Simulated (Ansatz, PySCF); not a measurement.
This PySCF input computes a BLYP/def2-TZVPD energy:

```python
from pyscf import gto, scf, dft

mol = gto.M(
    atom='''
    B    -0.00269306    0.50230670   -0.01136945
    F     1.14286566   -0.13323795    0.01059612
    F    -1.14136952   -0.14582133   -0.00427976
    ''',
    basis='def2-tzvpd',
    charge=0,
    spin=1,
    verbose=4,
)

mf = dft.UKS(mol, xc='blyp').density_fit(auxbasis='def2-universal-jkfit')
mf.grids.level = 3
mf.conv_tol = 1e-9
mf.max_cycle = 100
mf.max_memory = 1500
mf.kernel()
if not mf.converged:
    mf = mf.newton()
    mf.kernel(mf.make_rdm1())
for _ in range(2):
    mo, _, stable, _ = mf.stability(return_status=True)
    if stable:
        break
    mf.kernel(mf.make_rdm1(mo, mf.mo_occ))
mf.analyze()
```

Write an input for the same energy in Ansatz (a first-principles code) and say what it gives.


Ansatz 0.2 input:
```yaml
crystal:
  periodic: [false, false, false]
  atoms:
    - {symbol: B, position_ang: [-0.00269306, 0.50230670, -0.01136945]}
    - {symbol: F, position_ang: [1.14286566, -0.13323795, 0.01059612]}
    - {symbol: F, position_ang: [-1.14136952, -0.14582133, -0.00427976]}
basis:
  gaussian:
    orbitals: def2-TZVPD
hamiltonian:
  xc: {name: BLYP}
magnetization: {spin_polarized: true, initial_magnetization: 1}
output: {forces: true}
```
It gives -224.65331 Eh, and PySCF -224.65335 Eh, a difference of 0.04 mEh, from the treatment of integrals and grids.

It need not be the lowest isomer of its formula.
